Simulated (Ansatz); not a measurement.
Input for Ansatz (development build ahead of 0.2.0):

```yaml
crystal:
  periodic: [false, false, false]
  atoms:
    - { symbol: Si, position_ang: [0.0, 0.0, 0.0] }
    - { symbol: O, position_ang: [0.0, 0.0, 3.759] }
basis:
  gaussian: { orbitals: pcseg-2 }
magnetization:
  initial_magnetization: 2
hamiltonian:
  xc: { name: r2SCAN0 }
```

The input is written out in the form of the current development build from the run's settings.

The run gave:

```
Converged                       : yes
Total energy                    : -364.34424 hartree
Spin squared of the determinant : 2.000
Stability test                  : minimum among restricted orbitals
```

Caution: stretched shape with no unrestricted run beside it, a lower state can exist; charge can spread falsely over distant fragments.
